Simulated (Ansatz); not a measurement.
One crystal and one scan (energy against volume) at two levels, PBE (plane waves to 420 eV, PAW, scalar-relativistic; Ansatz, a first-principles code) and r2SCAN (plane waves to 500 eV, PAW, scalar-relativistic; Ansatz), each from its own relaxed cell and on its own mesh. The cell shown is that of PBE.

LiH (rock salt)

```xyz
2
Lattice="0.0000 2.0036 2.0036 2.0036 0.0000 2.0036 2.0036 2.0036 0.0000" Properties=species:S:1:pos:R:3 pbc="T T T"
H      0.0000     0.0000     0.0000
Li     2.0036     2.0036     2.0036
```

E(V) scan at fixed shape, V₀ the volume above. Symmetry pins the atoms to their sites.

E stands for the smeared free energy. LiH was relaxed with its symmetry unable to fall. Percentages come from the unrounded values. Both scans cover V/V₀ from 0.940 to 1.060.

| quantity | PBE | r2SCAN | PBE − r2SCAN |
|---|---|---|---|
| Lattice constant a (Å) | 4.007 | 4.005 | +0.002 |
| Pressure at the smallest volume (GPa) | 2.49 | 2.48 | +0.01 (+0 %) |
| Energy cost of the largest compression (meV/atom) | 3.6 | 3.6 | 0.0 |
| Energy cost of the largest expansion (meV/atom) | 3.0 | 3.0 | 0.0 |
| Bulk modulus B₀ (third-order Birch-Murnaghan fit) (GPa) | 36.3 | 36.2 | +0.1 (+0.4 %) |
| Pressure derivative B₀′ (fit) | 3.3 | 3.3 | 0.0 |
| Pressure for 5 % compression (fit) (GPa) | 2.0 | 2.0 | 0.0 |

They agree on: lattice constant a (within 0.2 %); pressure at the smallest volume (within 1.5 %); energy cost of the largest compression (within 1.5 %); bulk modulus B₀ (within 1.5 %); pressure derivative B₀′ (within 1.5 %). For the lattice constant a the reference is 3.979 Å (measured, corrected to the static lattice; as given in Daniel Mejia-Rodriguez, S. B. Trickey, Physical Review B (2018), arXiv:1807.09216): both lie above it, neither clearly nearer. For the bulk modulus B₀ the reference is 40.1 GPa (measured, corrected to the static lattice; as given in Daniel Mejia-Rodriguez, S. B. Trickey, Physical Review B (2018), arXiv:1807.09216): both lie below it, neither clearly nearer.  Neither level is exact: the differences show how much the result hangs on the functional.

ΔE (meV/atom), each from the relaxed starting cell of its own level:

| V/V₀ | PBE | r2SCAN |
|---|---|---|
| 0.940 | 3.6 | 3.6 |
| 0.952 | 2.2 | 2.2 |
| 0.964 | 1.2 | 1.2 |
| 0.976 | 0.5 | 0.5 |
| 0.988 | 0.1 | 0.1 |
| 1.000 | 0.0 | 0.0 |
| 1.012 | 0.1 | 0.1 |
| 1.024 | 0.5 | 0.5 |
| 1.036 | 1.1 | 1.1 |
| 1.048 | 2.0 | 2.0 |
| 1.060 | 3.0 | 3.0 |

(A scan under strain: stresses follow from slopes of the energy per volume, elastic moduli from its curvatures.)
